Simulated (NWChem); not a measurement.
# N2 (nitrogen): M11/IGLO-II (density fitting with ahlrichs coulomb fitting, COSMO propanol), part 2 of 2

NWChem 7.3.0. The steps go on from the part before.

### 3 The distorted shape at the same level

n2.nw

```
start n2
title "N2 gradient"
memory stack 880 mb heap 220 mb global 1100 mb
geometry units angstrom noautosym nocenter noautoz
  N        0.413709      -0.039286       0.177015
  N       -0.461719       0.194232      -0.249730
end
basis spherical
  * library iglo-ii
end
basis "cd basis" spherical
  * library "ahlrichs coulomb fitting"
end
cosmo
  dielec 20.524
end
dft
  xc m11
  mult 1
  grid coarse
  convergence energy 1e-08
  mulliken
  noprint "final vectors analysis"
end
task dft gradient
```

On the command line:

```
$ nwchem n2.nw > n2.out
```

Log:

```text
Northwest Computational Chemistry Package (NWChem) 7.3.0
             --------------------------------------------------------

           Job information
           ---------------

    nwchem branch   = 7.3.0
    use scalapack   = T
    input           = n2.nw
    prefix          = n2.
    data base       = ./n2.db
    status          = startup
    nproc           =        1

           Memory information
           ------------------

    heap     =     28835836 doubles =      220.0 Mbytes
    stack    =    115343361 doubles =      880.0 Mbytes
    global   =    144179200 doubles =     1100.0 Mbytes (distinct from heap & stack)
    total    =    288358397 doubles =     2200.0 Mbytes
    verify   = yes
    hardfail = no

           Directory information
           ---------------------

  0 permanent = .
  0 scratch   = .

                                NWChem Input Module
                                -------------------

                                    N2 gradient
                                    -----------

 Scaling coordinates for geometry "geometry" by  1.889725989
 (inverse scale =  0.529177249)

                             Geometry "geometry" -> ""
                             -------------------------

 Output coordinates in angstroms (scale by  1.889725989 to convert to a.u.)

  No.       Tag          Charge          X              Y              Z
 ---- ---------------- ---------- -------------- -------------- --------------
    1 N                    7.0000     0.41370900    -0.03928600     0.17701500
    2 N                    7.0000    -0.46171900     0.19423200    -0.24973000

      Atomic Mass
      -----------

      N                 14.003070

 Effective nuclear repulsion energy (a.u.)      25.8906697263

            Nuclear Dipole moment (a.u.)
            ----------------------------
        X                 Y               Z
 ---------------- ---------------- ----------------
    -0.6350802130     2.0496383812    -0.9618799768

            XYZ format geometry
            -------------------
     2
 geometry
 N                     0.41370900    -0.03928600     0.17701500
 N                    -0.46171900     0.19423200    -0.24973000

 ==============================================================================
                                internuclear distances
 ------------------------------------------------------------------------------
       center one      |      center two      | atomic units |  angstroms
 ------------------------------------------------------------------------------
    2 N                |   1 N                |     1.89257  |     1.00151
 ------------------------------------------------------------------------------
                         number of included internuclear distances:          1
 ==============================================================================

 Summary of "ao basis" -> "" (spherical)
 ------------------------------------------------------------------------------
       Tag                 Description            Shells   Functions and Types
 ---------------- ------------------------------  ------  ---------------------
 *                          iglo-ii                   on all atoms

 Summary of "cd basis" -> "" (spherical)
 ------------------------------------------------------------------------------
       Tag                 Description            Shells   Functions and Types
 ---------------- ------------------------------  ------  ---------------------
 *                  ahlrichs coulomb fitting          on all atoms

                                 NWChem DFT Module
                                 -----------------

                                    N2 gradient

                      Basis "ao basis" -> "ao basis" (spherical)
                      -----
  [basis functions not shown]

 Summary of "ao basis" -> "ao basis" (spherical)
 ------------------------------------------------------------------------------
       Tag                 Description            Shells   Functions and Types
 ---------------- ------------------------------  ------  ---------------------
 N                          iglo-ii                 10       22   5s4p1d

                      Basis "cd basis" -> "cd basis" (spherical)
                      -----
  [basis functions not shown]

 Summary of "cd basis" -> "cd basis" (spherical)
 ------------------------------------------------------------------------------
       Tag                 Description            Shells   Functions and Types
 ---------------- ------------------------------  ------  ---------------------
 N                  ahlrichs coulomb fitting        14       38   7s3p3d1f

  int_init: cando_txs set to always be  F

 Summary of "ao basis" -> "ao basis" (spherical)
 ------------------------------------------------------------------------------
       Tag                 Description            Shells   Functions and Types
 ---------------- ------------------------------  ------  ---------------------
 N                          iglo-ii                 10       22   5s4p1d

 in cosmo_initialize ...

 solvent parameters
 solvname_short: unkn
 solvname_long:  unknown
 dielec:       20.5240

          ---------------
          -cosmo- solvent
          ---------------
 Cosmo: York-Karplus, doi: 10.1021/jp992097l
 dielectric constant -eps-     =  20.52
 screen = (eps-1)/(eps    )    =   0.95128
 surface charge correction     = lagrangian

   van der Waals surface
 --------------------------

[... 28 lines left out ...]
  convergence criterion.
[... 1 line left out ...]
  convergence criterion.
[... 19 lines left out ...]
          Convergence on energy requested:  1.00D-08
          Convergence on density requested:  1.00D-05
          Convergence on gradient requested:  5.00D-04
[... 25 lines left out ...]
          Spatial weights used:  Erf1
[... 1 line left out ...]
          Convergence Information
[... 1 line left out ...]
          Convergence aids based upon iterative change in
          total energy or number of iterations.
[... 65 lines left out ...]
   convergence    iter        energy       DeltaE   RMS-Dens  Diis-err    time
[... 14 lines left out ...]
   convergence    iter        energy       DeltaE   RMS-Dens  Diis-err    time
[... 9 lines left out ...]
         Total DFT energy =     -109.492798489626
      One electron energy =     -198.827589291981
           Coulomb energy =       77.288278936852
    Exchange-Corr. energy =      -13.807079819158
 Nuclear repulsion energy =       25.890669726294
[... 1 line left out ...]
             COSMO energy =       -0.037078041633
[... 8 lines left out ...]
                 gas phase energy =      -109.491757988441
                 sol phase energy =      -109.492798489626
 (electrostatic) solvation energy =         0.001040501185 (    0.65 kcal/mol)
[... 1 line left out ...]
                       DFT Final Molecular Orbital Analysis
[... 295 lines left out ...]
     4      1.158502  1 N  s                 26     -1.158502  2 N  s
     9     -1.072333  1 N  px                31     -1.072333  2 N  px
     6      0.866040  1 N  px                28      0.866040  2 N  px
[... 4 lines of this table left out ...]
              MO Center= -2.4D-02,  7.7D-02, -3.6D-02, r^2= 3.3D-01
   Bfn.  Coefficient  Atom+Function         Bfn.  Coefficient  Atom+Function
  ----- ------------  ---------------      ----- ------------  ---------------
     2      2.249513  1 N  s                 24      2.249512  2 N  s
     3     -1.639803  1 N  s                 25     -1.639802  2 N  s
     1     -1.182913  1 N  s                 23     -1.182913  2 N  s
[... 4 lines of this table left out ...]
              MO Center= -2.4D-02,  7.7D-02, -3.6D-02, r^2= 3.6D-01
   Bfn.  Coefficient  Atom+Function         Bfn.  Coefficient  Atom+Function
  ----- ------------  ---------------      ----- ------------  ---------------
     2      2.379449  1 N  s                 24     -2.379449  2 N  s
     3     -1.985982  1 N  s                 25      1.985983  2 N  s
     4      1.444961  1 N  s                 26     -1.444961  2 N  s
     1     -1.195832  1 N  s                 23      1.195832  2 N  s
    12     -0.596655  1 N  px                34     -0.596655  2 N  px

     ---------------------------------------------
      Total Density - Mulliken Population Analysis
     ---------------------------------------------

    Atom       Charge   Shell Charges
 -----------   ------   -------------------------------------------------------
    1 N    7     7.00   0.97  0.78  0.25  0.87  0.94  0.16  0.93  1.51  0.55  0.05
    2 N    7     7.00   0.97  0.78  0.25  0.87  0.94  0.16  0.93  1.51  0.55  0.05

     -------------------------------------------
      Total Density - Lowdin Population Analysis
     -------------------------------------------

    Atom       Charge   Shell Charges
 -----------   ------   -------------------------------------------------------
    1 N    7     7.00   0.92  0.77  0.37  0.63  0.72  0.18  0.92  1.54  0.86  0.08
    2 N    7     7.00   0.92  0.77  0.37  0.63  0.72  0.18  0.92  1.54  0.86  0.08

 center of mass
 --------------
 x =  -0.04536287 y =   0.14640274 z =  -0.06870571

 moments of inertia (a.u.)
 ------------------
           5.916742562818           5.111304228463          -9.340708309318
           5.111304228463          23.714917693765           2.491608131080
          -9.340708309318           2.491608131080          20.525027689518

     Multipole analysis of the density
     ---------------------------------

     L   x y z        total         alpha         beta         nuclear
     -   - - -        -----         -----         ----         -------
     0   0 0 0     -0.000000     -7.000000     -7.000000     14.000000

     1   1 0 0     -0.000000      0.317540      0.317540     -0.635080
[... 8 lines of this table left out ...]
     2   0 0 2     -7.550042     -4.946144     -4.946144      2.342246

            General Information
            -------------------
          SCF calculation type: DFT
          Wavefunction type:  closed shell.
          No. of atoms     :     2
          No. of electrons :    14
           Alpha electrons :     7
            Beta electrons :     7
          Charge           :     0
          Spin multiplicity:     1
          Use of symmetry is: off; symmetry adaption is: off
          Maximum number of iterations:  50
          This is a Direct SCF calculation.
          AO basis - number of functions:    44
                     number of shells:    20
          A Charge density fitting basis will be used.
          CD basis - number of functions:    76
                     number of shells:    28
          Convergence on energy requested:  1.00D-08
          Convergence on density requested:  1.00D-05
          Convergence on gradient requested:  5.00D-04

              XC Information
              --------------
                          M11 Method XC Functional
                     Hartree-Fock (Exact) Exchange  1.000
                           M11 gradient correction  1.000
                         M11 Correlation Potential  1.000

           Range-Separation Parameters
           ---------------------------
           Alpha           :  0.43
           Beta            :  0.57
           Gamma           :  0.25
           Short-Range HF  :     F

             Grid Information
             ----------------
          Grid used for XC integration:  coarse
          Radial quadrature: Mura-Knowles
          Angular quadrature: Lebedev.
          Tag              B.-S. Rad. Rad. Pts. Rad. Cut. Ang. Pts.
          ---              ---------- --------- --------- ---------
          N                   0.65       35           5.0       302
          Grid pruning is: on
          Number of quadrature shells:    70
          Spatial weights used:  Erf1

          Convergence Information
          -----------------------
          Convergence aids based upon iterative change in
          total energy or number of iterations.
          Levelshifting, if invoked, occurs when the
          HOMO/LUMO gap drops below (HL_TOL):  1.00D-02
          DIIS, if invoked, will attempt to extrapolate
          using up to (NFOCK): 10 stored Fock matrices.

                    Damping( 0%)  Levelshifting(0.5)       DIIS
                  --------------- ------------------- ---------------
          dE  on:    start            ASAP                start
          dE off:    2 iters         50 iters            50 iters

      Screening Tolerance Information
      -------------------------------
          Density screening/tol_rho:  1.00D-11
          AO Gaussian exp screening on grid/accAOfunc:  18
          CD Gaussian exp screening on grid/accCDfunc:  20
          XC Gaussian exp screening on grid/accXCfunc:  20
          Schwarz screening/accCoul:  1.00D-09

  int_init: cando_txs set to always be  F
  intd_init: cando_txs set to always be  F

                            NWChem DFT Gradient Module
                            --------------------------

                                    N2 gradient

  charge          =   0.00
  wavefunction    = closed shell

  int_init: cando_txs set to always be  F
  intd_init: cando_txs set to always be  F

                         DFT ENERGY GRADIENTS

    atom               coordinates                        gradient
                 x          y          z           x          y          z
   1 N       0.781797  -0.074240   0.334510   -0.314859   0.083861  -0.153506
   2 N      -0.872522   0.367045  -0.471921    0.314859  -0.083861   0.153506

                 ----------------------------------------
                 |  Time  |  1-e(secs)   |  2-e(secs)   |
                 ----------------------------------------
                 |  CPU   |       0.00   |       0.36   |
                 ----------------------------------------
                 |  WALL  |       0.00   |       0.36   |
                 ----------------------------------------

 Task  times  cpu:        2.6s     wall:        2.6s
 Total times  cpu:        2.7s     wall:        2.7s
```

Run time: 3.3 s. Hardware: 1 thread of INTEL XEON PLATINUM 8581C at 2.30GHz (Emerald Rapids), shared host; peak memory 0.16 GiB.

### 4 Results

This closing draws on all 2 parts.

Level: M11/IGLO-II (density fitting with ahlrichs coulomb fitting, COSMO propanol).

| quantity | value |
| --- | --- |
| first shape: total energy | -109.51845 Eh |
| first shape: solvent term in the energy | -2.1 kJ/mol |
| first shape: largest force on an atom | 0.788 eV/Å |
| distorted shape: total energy | -109.49280 Eh |
| distorted shape: dipole moment | 0.00 D |
| distorted shape: HOMO energy | -15.29 eV |
| distorted shape: LUMO energy | 3.40 eV |
| distorted shape: HOMO–LUMO gap | 18.69 eV |
| distorted shape: solvent term in the energy | -2.7 kJ/mol |
| distorted shape: largest force on an atom | 18.521 eV/Å |
| energy change with the N1–N2 bond shortened from 1.090 to 1.002 Å | 0.698 eV |

With the N1–N2 bond shortened from 1.090 to 1.002 Å the energy rises by 0.70 eV (16.1 kcal/mol). The first shape isn't relaxed at this level, so the change isn't measured from a minimum. The largest force (first shape) is 0.79 eV/Å: the shape isn't a stationary point for this species at this level.
